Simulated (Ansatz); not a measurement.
Single points on Si(OMe)H3 (CH6OSi).

```yaml
crystal:
  periodic: [false, false, false]
  atoms:
    - {symbol: Si, position_ang: [-0.382509, 0.613081, -1.099906]}
    - {symbol: O, position_ang: [-0.306498, 0.503288, 0.536548]}
    - {symbol: C, position_ang: [0.348560, -0.556885, 1.191940]}
    - {symbol: H, position_ang: [-0.095205, -1.525645, 0.933458]}
    - {symbol: H, position_ang: [0.248744, -0.408263, 2.268419]}
    - {symbol: H, position_ang: [1.416078, -0.584751, 0.943487]}
    - {symbol: H, position_ang: [0.983660, 0.686171, -1.691612]}
    - {symbol: H, position_ang: [-1.142000, 1.847941, -1.402165]}
    - {symbol: H, position_ang: [-1.070830, -0.574937, -1.680149]}
basis:
  gaussian: {orbitals: def2-TZVP, initial_orbitals: start.molden}
correlation: {method: mp2}
scf: {omitted_lower_state_checks: [starts]}
output: {orbitals: {seedname: orbitals}}
```

The file start.molden holds the orbitals of an earlier run on this structure, at another level or in another basis.

```sh
$ ansatz run in.yaml --threads 4 --pin off --events-out ev --progress --plain --max-ram 3916MiB
```

Output, abridged:

```
Functional definition: HF
917 factors; integrals over basis functions are off by at most 1.3e-3 eV
mean field evaluation 1: about -11026.4054 eV, gradient 2.5e1 eV
mean field evaluation 2: about -11026.9765 eV, gradient 6.4e-1 eV
mean field evaluation 4: about -11027.1709 eV, gradient 4.7e-3 eV
mean field evaluation 8: about -11027.1710 eV, gradient 1.1e-6 eV
mean field -11027.17095353 eV, -405.2410580573 hartree, gradient 4.3e-6 eV, S^2 0.000000; 0 other end points of the search recorded, 0 dependent functions left out
7 core orbitals not correlated: weight in the atoms' cores, before any rotation towards them, 1.000 or more for the frozen orbitals, at most 0.000 for the correlated occupied ones
reference -11027.17095353 eV, -405.2410580573 hartree; 10, 10 occupied and 118, 118 virtual orbitals, 917 factors
second order -14.30597120 eV of doubles, -0.00000000 eV of singles
Total energy: -11041.47692473 eV, -405.7667928018 hartree
Checks for a lower state left out: starts
```

It took 0.55 s on 4 threads of Arm Neoverse V2 on a shared host.

First input, but with `hamiltonian: {xc: {name: CAM-B3LYP}, dispersion: d4}` and without the key `correlation` (abridged; 0.9 s):

```
Functional definition: CAM-B3LYP
mean field -11060.50477671 eV, -406.4660534645 hartree, gradient 1.7e-5 eV, S^2 0.000000
Total energy: -11060.61366399 eV, -406.4700549985 hartree
Checks for a lower state left out: starts
```

As the first input, with `gaussian: {orbitals: STO-3G}`, `hamiltonian: {xc: hf}` and without the key `correlation` (abridged; 0.1 s):

```
Functional definition: HF
mean field -10893.94080319 eV, -400.3449403389 hartree, gradient 6.3e-5 eV, S^2 0.000000
Total energy: -10893.94080319 eV, -400.3449403389 hartree
Checks for a lower state left out: starts
```

The first input with `gaussian: {orbitals: def2-SVP, initial_orbitals: start.molden}`, `hamiltonian: {xc: pbe, dispersion: d4}` and without the key `correlation` (abridged; 0.45 s):

```
Functional definition: PBE
mean field -11046.73997176 eV, -405.9602062130 hartree, gradient 2.6e-5 eV, S^2 0.000000
Total energy: -11046.87064457 eV, -405.9650083502 hartree
Checks for a lower state left out: starts
```

The first input with `gaussian: {orbitals: 6-31G}`, `hamiltonian: {xc: {name: B3LYP}, dispersion: d4}` and without the key `correlation` (abridged; 0.4 s):

```
Functional definition: B3LYP
mean field -11057.61755581 eV, -406.3599500537 hartree, gradient 8.0e-5 eV, S^2 0.000000
Total energy: -11057.82797339 eV, -406.3676827571 hartree
Checks for a lower state left out: starts
```

The first input with `hamiltonian: {xc: {name: LC-wPBE}}` and without the key `correlation` (abridged; 0.9 s):

```
Functional definition: LC-wPBE
mean field -11057.33243616 eV, -406.3494720997 hartree, gradient 9.6e-6 eV, S^2 0.000000
Total energy: -11057.33243616 eV, -406.3494720999 hartree
Checks for a lower state left out: starts
```

The first input with `hamiltonian: {xc: pbe}`, `correlation: {method: rpa}` and without the key `output` (abridged; 1.2 s):

```
Functional definition: PBE
mean field -11053.43233305 eV, -406.2061459541 hartree, gradient 1.6e-6 eV, S^2 0.000000
7 core orbitals not correlated: weight in the atoms' cores, before any rotation towards them, 1.000 or more for the frozen orbitals, at most 0.000 for the correlated occupied ones
Total energy: -11050.52476514 eV, -406.0992948043 hartree
Checks for a lower state left out: starts
```

Geometry: PBE0-D4/def2-TZVP.

LC-ωPBE has ω = 0.4 bohr⁻¹. B3LYP takes the VWN-RPA correlation. Correlated methods freeze 7 core orbitals.
